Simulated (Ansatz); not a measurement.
Input (CCSDT(Q)/aug-cc-pVDZ; Ansatz, a quantum-chemistry and plane-wave program):

Ansatz 0.2 input:
```yaml
crystal:
  periodic: [false, false, false]
  atoms:
    - {symbol: C, position_ang: [-0.00304735, 0.42791482, -0.00613070]}
    - {symbol: C, position_ang: [1.20001360, -0.09023937, 0.00044276]}
    - {symbol: F, position_ang: [-1.17652991, -0.15679382, 0.00308106]}
    - {symbol: H, position_ang: [1.34031919, -1.16762619, 0.01578439]}
    - {symbol: H, position_ang: [2.06665249, 0.55271791, -0.00938634]}
basis:
  gaussian:
    orbitals: aug-cc-pVDZ
magnetization: {spin_polarized: true, initial_magnetization: 1}
correlation: {method: ccsdt_q, electrons: outside_noble_gas}
```

Output:

```
Functional definition: HF
integrals: 0.20 GiB planned
1389 factors; integrals over basis functions are off by at most 1.8e-7 eV
mean field: 0.25 GiB planned
mean field evaluation 1: about -4793.7983 eV, gradient 2.0e1 eV
mean field evaluation 2: about -4793.7992 eV, gradient 2.0e1 eV
mean field evaluation 4: about -4796.0919 eV, gradient 2.8e0 eV
mean field evaluation 8: about -4796.2702 eV, gradient 5.7e-1 eV
mean field evaluation 16: about -4793.7985 eV, gradient 2.0e1 eV
mean field evaluation 32: about -4793.8791 eV, gradient 1.7e-1 eV
mean field -4796.31810989 eV, -176.2614394774 hartree, gradient 5.6e-6 eV, S^2 0.930174; 1 other end points of the search recorded, 0 dependent functions left out
determinant -4796.31810989 eV, -176.2614394774 hartree, with singles and doubles -4809.02016458 eV, -176.7282313775 hartree
determinant -4793.87981772 eV, -176.1718338928 hartree, with singles and doubles -4806.37628539 eV, -176.6310706092 hartree
3 core orbitals not correlated
reference -4796.31810989 eV, -176.2614394774 hartree; 9, 8 occupied and 75, 76 virtual orbitals, 1389 factors
second order -11.84261966 eV of doubles, -0.00000000 eV of singles
coupled cluster: 6.83 GiB planned
cycle   1  -12.13725703 eV  change   -2.9e-1 eV  update   1.1e-1
cycle   2  -12.69923897 eV  change   -5.6e-1 eV  update   6.0e-2
cycle   3  -13.18738289 eV  change   -4.9e-1 eV  update   4.0e-2
cycle   4  -13.19330149 eV  change   -5.9e-3 eV  update   2.2e-2
cycle   5  -13.15414176 eV  change    3.9e-2 eV  update   1.4e-2
cycle   6  -13.17961224 eV  change   -2.5e-2 eV  update   6.4e-3
cycle   7  -13.19165917 eV  change   -1.2e-2 eV  update   3.8e-3
cycle   8  -13.18901224 eV  change    2.6e-3 eV  update   2.3e-3
cycle   9  -13.18833987 eV  change    6.7e-4 eV  update   1.5e-3
cycle  10  -13.19175979 eV  change   -3.4e-3 eV  update   8.8e-4
cycle  11  -13.19026844 eV  change    1.5e-3 eV  update   4.9e-4
cycle  12  -13.19091501 eV  change   -6.5e-4 eV  update   2.3e-4
cycle  13  -13.19130588 eV  change   -3.9e-4 eV  update   1.1e-4
cycle  14  -13.19133998 eV  change   -3.4e-5 eV  update   4.9e-5
cycle  15  -13.19131649 eV  change    2.3e-5 eV  update   2.7e-5
cycle  16  -13.19134277 eV  change   -2.6e-5 eV  update   1.2e-5
cycle  17  -13.19134503 eV  change   -2.3e-6 eV  update   6.4e-6
cycle  18  -13.19134369 eV  change    1.3e-6 eV  update   3.5e-6
cycle  19  -13.19134671 eV  change   -3.0e-6 eV  update   1.6e-6
cycle  20  -13.19134864 eV  change   -1.9e-6 eV  update   8.8e-7
coupled cluster: 6.83 GiB planned
perturbative correction -0.03066567 eV, -0.0011269427 hartree
Total energy: -4809.54012420 eV, -176.7473395411 hartree
```

The determinant is spin-contaminated: <S^2> is 0.93, 0.18 over the pure value.
